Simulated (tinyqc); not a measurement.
Orbital energy against energy difference: ionisation energy by orbital energies and by energy differences in the 6-31g basis, for HF, spin multiplicity 1. Computed by the program tinyqc with PySCF. The cation is unrestricted; errors are against CCSD(T) in this basis, not against experiment.

Geometry (angstrom):
```
atom       x       y       z
F     0.0000  0.0000  0.0000
H     0.0000  0.0000  0.8810
```

CCSD(T) difference in the same basis = 15.4510 eV

IP-EOM-CCSD = 15.1419 eV

First vertical ionisation energy (eV):
```
method     -e(HOMO)  E(cation) - E  error of -e(HOMO)  error of the difference
HF           17.259       14.41001              1.808                   -1.041
LDA           8.380       16.27383             -7.071                    0.823
PBE           8.274       15.87860             -7.177                    0.428
B3LYP        10.362       15.94917             -5.089                    0.498
PBE0         10.809       15.83049             -4.642                    0.380
CAM-B3LYP    12.312       15.93614             -3.139                    0.485
LC-wPBE      13.637       15.99596             -1.814                    0.545
```

What does the comparison show, and why?

Koopmans errs by +1.81 eV and Delta-HF by -1.04 eV: relaxation, 2.85 eV, lowers the value and the missing correlation difference works against it. The PBE level is off by -7.2 eV through the wrong tail of its potential, though its energy difference is off by +0.43 eV; exact exchange deepens the level, and among the orbital energies HF comes closest; among the differences PBE0 does.
